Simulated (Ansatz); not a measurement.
**BH₄O (doublet): wave-function methods side by side at distance B1–H4 along a hydrogen transfer = 1.564 Å, cc-pVDZ**

Aim: climb from Hartree-Fock through coupled cluster and multireference methods for BH₄O (doublet) at one geometry and basis, and see what each rung misses.

Method: cc-pVDZ, correlated electrons: outside noble gas; program: Ansatz 0.2.0, Gaussian basis.

To be run: UHF; CCSD(T) on ROHF; CCSD(T) on UHF; BCCD(T) on ROHF; CISD; CCSDT(Q) on ROHF; CCSDT(Q) on UHF; CASSCF and MRCISD+Q, 3 electrons in 3 orbitals; CASSCF and NEVPT2, 3 electrons in 3 orbitals.

### Step 1. The geometry

The geometry derives from fragments relaxed apart (PBE0/def2-TZVP) and kept rigid, so it is no stationary point. A hydrogen atom is moved between rigid fragments.

6 atoms, charge 0, spin multiplicity 2.

Atoms are counted from 1 here; the program's logs count them from 0.

Bond lengths: B1–H2 1.193 Å, B1–H3 1.193 Å, H4–O5 1.268 Å, O5–H6 0.973 Å. Angles: H2–B1–H3 120.0°, H4–O5–H6 105.0°.

In the tables R marks a restricted open-shell determinant and U an unrestricted one; 'pair' is the active space of 3 electrons in 3 orbitals; correlation energies count from the lowest restricted Hartree-Fock solution.

### Step 2. UHF

Input file in.yaml:

```yaml
crystal:
  periodic: [false, false, false]
  atoms:
    - {symbol: B, position_ang: [-1.581994, 0.030718, 0.000000]}
    - {symbol: H, position_ang: [-2.178727, 1.064290, 0.000000]}
    - {symbol: H, position_ang: [-2.178728, -1.002853, 0.000000]}
    - {symbol: H, position_ang: [-0.017994, 0.030718, 0.000000]}
    - {symbol: O, position_ang: [1.250006, 0.030718, 0.000000]}
    - {symbol: H, position_ang: [1.501865, -0.909232, 0.000000]}
basis:
  gaussian: {orbitals: cc-pVDZ}
magnetization: {spin_polarized: true, initial_magnetization: 1}
hamiltonian: {xc: hf}
output: {orbitals: {seedname: orbitals}}
```

The run is started by

```
ansatz run in.yaml --threads 1 --pin off --events-out ev --progress --plain --max-ram 2393MiB
```

The runs that follow: CCSD(T) on ROHF; CCSD(T) on UHF; BCCD(T) on ROHF; CISD; CCSDT(Q) on ROHF; CCSDT(Q) on UHF; CASSCF and MRCISD+Q, 3 electrons in 3 orbitals; CASSCF and NEVPT2, 3 electrons in 3 orbitals.

Before running them: what should the planned runs give, taken together? Wanted: correlation energy, UCCSDT(Q); RMP2 from UCCSDT(Q); UMP2 from UCCSDT(Q); RCCSD from UCCSDT(Q); RCCSD(T) from UCCSDT(Q); UCCSD(T) from UCCSDT(Q); RCCSDT(Q) from UCCSDT(Q); NEVPT2 pair from UCCSDT(Q); MRCISD+Q pair from UCCSDT(Q).

As calculated:

| quantity | value |
| --- | --- |
| correlation energy, UCCSDT(Q) | -9.0295 eV |
| RMP2 from UCCSDT(Q) | +22.07 kcal/mol |
| UMP2 from UCCSDT(Q) | +27.35 kcal/mol |
| RCCSD from UCCSDT(Q) | +5.23 kcal/mol |
| RCCSD(T) from UCCSDT(Q) | +0.99 kcal/mol |
| UCCSD(T) from UCCSDT(Q) | +1.03 kcal/mol |
| RCCSDT(Q) from UCCSDT(Q) | 0.00 kcal/mol |
| NEVPT2 pair from UCCSDT(Q) | +23.22 kcal/mol |
| MRCISD+Q pair from UCCSDT(Q) | +2.67 kcal/mol |
| levels of the table within 1 kcal/mol (43 meV) | RCCSD(T), RCCSDT, UCCSDT, RCCSDT(Q) |
| T1 diagnostic | 0.021 |

What this shows: RCCSD(T) misses by +0.99 kcal/mol, 0.5 % of the correlation energy. Of the multireference levels listed MRCISD+Q pair comes nearest in total energy (+2.67 kcal/mol), which doesn't show that its space is the better one. These misses are within one basis, not against nature; the frozen cores of restricted and unrestricted runs differ, which can shift their rows.
